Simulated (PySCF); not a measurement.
Predicted microwave data (PBE0-D3(BJ)/def2-SVP geometry optimisation, gas phase in PySCF 2.14.0) for one isomer of C3H6:

- Rotational constants: A = 20198, B = 20196, C = 12667 MHz
- Dipole components: |μa| = 0.00 D, |μb| = 0.00 D, |μc| = 0.00 D
- Inertial defect: -10.15 u·Å²
- κ: 1.00

**Question.** Which structure is it? (One computed conformer of each.)
A. `C=CC`
B. `C1CC1`

**Answer.** B. It is C1CC1, an oblate symmetric top, point group D3h. The candidates at the same level (rigid rotor, commonest isotopes):

| SMILES | A (MHz) | B (MHz) | C (MHz) | μa (D) | μb (D) | μc (D) | Δ (u·Å²) | point group | rotor |
| --- | --- | --- | --- | --- | --- | --- | --- | --- | --- |
| C1CC1 | 20198 | 20196 | 12667 | 0.00 | 0.00 | 0.00 | -10.15 | D3h | oblate symmetric top |
| C=CC | 46730 | 9278 | 8132 | 0.41 | 0.08 | 0.00 | -3.14 | Cs | near-prolate asymmetric top |

`C=CC` has A 131 % too high. No structure here is proved a minimum.
